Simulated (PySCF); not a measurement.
Working out the electron affinity of P

P- [Ne] 3s2 3p4 (3P) → P [Ne] 3s2 3p3 (4S). Calculation: PySCF 2.14, in x2c-TZVPPall with one added diffuse shell each of s, p, d type (6s6p4d1f, 51 functions); the spin-free X2C one-electron Hamiltonian (Gaussian nucleus). Frozen: 1s2. Energies in hartree (1 hartree = 27.21139 eV):

| part | P- (lower) | P (upper) |
| --- | --- | --- |
| UHF | -341.513610 | -341.526346 |
| CCSD correlation | -0.289868 | -0.259768 |
| (T) | -0.007733 | -0.005423 |

Question: What does Hartree-Fock give?

Answer: (-341.526346) − (-341.513610) = -0.012736 hartree = -0.347 eV.

Question: What do CCSD and CCSD(T) give?

Answer: The CCSD correlation energies differ by 0.030100 hartree = 0.819 eV and the triples by 0.002310 hartree = 0.063 eV, so CCSD gives 0.472 eV and CCSD(T) 0.535 eV.

A first-order spin-orbit estimate adds 0.012 eV to CCSD(T) (valence and next inner shell), giving 0.547 eV against 0.747 eV (measured; photodetachment measurements, as compiled on the Wikipedia data page of electron affinities).

What remains against the reference includes basis incompleteness, the frozen core and higher excitations.
